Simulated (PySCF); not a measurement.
Screening by computed properties: pick the candidate that meets the target.

Species are written as SMILES; each is one conformer at its optimised geometry, gas phase, non-relativistic unless stated; the electronic structure was computed with PySCF and density fitting.

The conformers computed, where there is a choice (atom-mapped SMILES and torsion angles):
- `[CH3:1][PH:2][CH2:3][CH2:4][C:5]([F:6])([F:7])[F:8]`: C1–P2–C3–C4 -171°, P2–C3–C4–C5 -178°, C3–C4–C5–F6 60°
- `[N:1]#[C:2][SiH2:3][C:4]1([F:5])[C:6]([F:7])=[C:8]1[F:9]`: C2–Si3–C4–F5 180°

**Question.** Wanted: smallest rotational constant above 3 GHz (GFN2-xTB) and lowest singlet excitation below 7 eV (TDDFT B3LYP/def2-SVPD), at GFN2-xTB geometries. Which candidate meets both?
A. `CPCCC(F)(F)F`
B. `N#C[SiH2]C1(F)C(F)=C1F`
C. `CCC#N`
D. `O=S=N`

**Answer.** D. Computed values:
```
               species  smallest rotational constant  lowest singlet excitation
          CPCCC(F)(F)F                     0.652 GHz                    6.13 eV
N#C[SiH2]C1(F)C(F)=C1F                     0.898 GHz                    6.26 eV
                 CCC#N                     4.359 GHz                    7.80 eV
                 O=S=N                     8.324 GHz                    3.87 eV
```
